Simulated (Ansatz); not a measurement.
`C/C=N/C` + H₂O → `C/N=C/O` + CH₄ at 600 K and 1 bar (formal hydrolysis of a C–C bond).

Computed with Ansatz on PBE0-D4/def2-TZVP structures; ΔE is electronic, products minus reactants. CCSD(T)/CBS is the MP2 limit (def2-TZVPP, def2-QZVPP) plus CCSD(T) − MP2 in def2-TZVPP, frozen cores. This one scheme is used for every species. Double bonds are as drawn, so ΔE can hold a change between cis and trans. Each species was taken in one conformer, which may not be the lowest.

```
  species  CCSD(T)/CBS energy (Eh)  H − E (kJ/mol)  S (J/(mol·K))
`C/C=N/C`               -173.04842           302.0          367.9
      H₂O                -76.37941            76.8          212.8
`C/N=C/O`               -208.96897           238.1          347.8
      CH₄                -40.46206           140.4          215.7
```

H − E and S are ideal-gas, rigid-rotor, harmonic terms from PBE0-D4/def2-TZVP, for one conformer and one mirror image of each species. 1 Eh = 2625.50 kJ/mol, R = 8.31446 J/(mol·K).

**Question.** By hand: ΔE, ΔH, ΔS and ΔG.

**Answer.** ΔE = (-208.96897) + (-40.46206) − (-173.04842) − (-76.37941) = -0.00320 Eh = -8.4 kJ/mol. Δ(H − E) = 238.1 + 140.4 − 302.0 − 76.8 = -0.3, so ΔH = -8.7 kJ/mol. ΔS = 347.8 + 215.7 − 367.9 − 212.8 = -17.2 J/(mol·K). ΔG = -8.7 − 600 × (-17.2)/1000 = 1.6 kJ/mol.

**Question.** By hand: the equilibrium constant, and the temperature at which ΔG would vanish if ΔH and ΔS stayed fixed.

**Answer.** log₁₀ K = −ΔG/(RT ln 10) = -0.1. ΔG = 0 at ΔH/ΔS = 506 K, though so small a ΔH makes that figure unsure.

TΔS isn't small against ΔH here. The sign of ΔG lies within the doubt. A doubt of 5 kJ/mol in ΔE shifts log₁₀ K by 0.4 here. Other conformers and mirror images would add mixing entropy, several J/(mol·K) or more a flexible species. These are equilibria of isolated gas molecules and say nothing of rates. Largest T1 diagnostic: 0.013 (customary marks: 0.02 for closed shells, 0.045 for open ones).
